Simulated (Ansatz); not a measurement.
A structure relaxed at PBE0-D4/def2-TZVP, charge 0, multiplicity 1:

```xyz
10

Si    0.360    1.623    0.655
B     0.468   -0.372    0.478
Si   -0.644   -1.475   -0.775
H     1.398    2.150   -0.283
H     0.695    2.109    2.023
H    -0.951    2.201    0.254
H     1.340   -0.933    1.079
H     0.190   -1.620   -2.008
H    -1.932   -0.842   -1.168
H    -0.925   -2.842   -0.254
```

**Question.** Give its formula and SMILES.

**Answer.** BH7Si2, `[SiH3]B[SiH3]`.

**Question.** Point group (tolerance 0.08 Å, 0.16 Å for H)?

**Answer.** Cs.

**Question.** Summarise the bond lengths by kind.

**Answer.** 2 × B–Si 2.006 Å; 6 × H–Si 1.488 to 1.495 Å; 1 × B–H 1.198 Å.

Results of the Gaussian-basis code of Ansatz.
